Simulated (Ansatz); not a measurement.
# CH₄BN: vertical ionisation energy

One table from this session's results is given with a row withheld; the runs are named, their logs left out.

Method: unrestricted cation, the program's frozen cores in correlated methods; program: Ansatz 0.2.0, Gaussian basis.

The runs, in order: UKS PBE-D4/def2-TZVPP; UKS r2SCAN-D4/def2-TZVPP; UKS PBE0-D4/def2-TZVPP; UKS B3LYP-D4/def2-TZVPP; UKS wB97X-V/def2-TZVPP; UKS wB97M-V/def2-TZVPP; UKS B2PLYP/def2-TZVPP; UHF-CCSD(T)/def2-TZVPP; UHF-MP2/def2-QZVPP; extrapolation to the limit; then −ε(HOMO) from the neutral's earlier runs with LDA (SPW92), PBE-D4, revPBE-D4, BLYP-D4, r2SCAN-D4, B97M-V, PBE0-D4, B3LYP-D4, r2SCANh-D4, r2SCAN0-D4, HSE06-D4, BHLYP-D4, CAM-B3LYP-D4, LC-ωPBE, ωB97X-V, ωB97M-V.

1 further run of the same task is left out (it didn't finish).

## The relaxed structure

All runs share one geometry, relaxed beforehand with PBE0-D4 in a triple-zeta def2 set.

SMILES `BN=C`, 7 atoms, charge 0, spin multiplicity 1.

Atoms are counted from 1 here; the program's logs count them from 0.

Bond lengths: B1–N2 1.351 Å, B1–H4 1.197 Å, B1–H5 1.197 Å, N2–C3 1.241 Å, C3–H6 1.094 Å, C3–H7 1.094 Å. Angles: N2–B1–H4 118.7°, N2–B1–H5 118.7°, H4–B1–H5 122.7°, B1–N2–C3 180.0°, N2–C3–H6 121.4°, N2–C3–H7 121.4°, H6–C3–H7 117.1°.

The first run:

in.yaml reads:

```yaml
crystal:
  periodic: [false, false, false]
  atoms:
    - {symbol: B, position_ang: [-1.112103, 0.375981, -0.546400]}
    - {symbol: N, position_ang: [0.050312, -0.023903, 0.013480]}
    - {symbol: C, position_ang: [1.117802, -0.391268, 0.527657]}
    - {symbol: H, position_ang: [-1.531526, -0.227172, -1.491159]}
    - {symbol: H, position_ang: [-1.680533, 1.318842, -0.077435]}
    - {symbol: H, position_ang: [1.137705, -1.127163, 1.336636]}
    - {symbol: H, position_ang: [2.079543, 0.006782, 0.191522]}
basis:
  gaussian: {orbitals: def2-TZVPP}
total_charge: 1
magnetization: {spin_polarized: true, initial_magnetization: 1}
hamiltonian: {xc: pbe, dispersion: d4}
```

Command:

```bash
> ansatz run in.yaml --threads 2 --pin off --events-out ev --progress --plain --max-ram 4352MiB
```

Steps of the session up to this table: Cation, UKS PBE-D4/def2-TZVPP; Cation, UKS r2SCAN-D4/def2-TZVPP; Cation, UKS PBE0-D4/def2-TZVPP; Cation, UKS B3LYP-D4/def2-TZVPP; Cation, UKS wB97X-V/def2-TZVPP; Cation, UKS wB97M-V/def2-TZVPP; Cation, UKS B2PLYP (frozen core)/def2-TZVPP; Cation, UHF-CCSD(T)/def2-TZVPP; Cation, UHF-MP2/def2-QZVPP.

One of the session's tables, all rows but one given; the rest of the session is left out.

It belongs to the step «Ionisation energies side by side». For comparison, −ε(HOMO) of the neutral from earlier runs:

| functional | −ε(HOMO) (eV) |
| --- | --- |
| LDA (SPW92) | 6.77 |
| PBE-D4 | 6.64 |
| revPBE-D4 | 6.59 |
| BLYP-D4 | 6.52 |
| r2SCAN-D4 | 6.84 |
| B97M-V | 6.94 |
| PBE0-D4 | 7.92 |
| B3LYP-D4 | 7.70 |
| r2SCANh-D4 | 7.32 |
| r2SCAN0-D4 | 8.06 |
| HSE06-D4 | 7.51 |
| BHLYP-D4 | ? |
| CAM-B3LYP-D4 | 9.31 |
| LC-ωPBE | 10.68 |
| ωB97X-V | 10.31 |
| ωB97M-V | 10.24 |

Q: Estimate the row for BHLYP-D4 from the others.

Worked estimate for «−ε(HOMO) (eV)». Against the share of exact exchange, BLYP-D4 (0, 6.52), B3LYP-D4 (0.2, 7.70) give a slope of 5.90 per unit share; at 0.5 the line stands at 9.47.

The run gave: −ε(HOMO) (eV): 9.12. In «−ε(HOMO) (eV)» the line misses by +0.35.
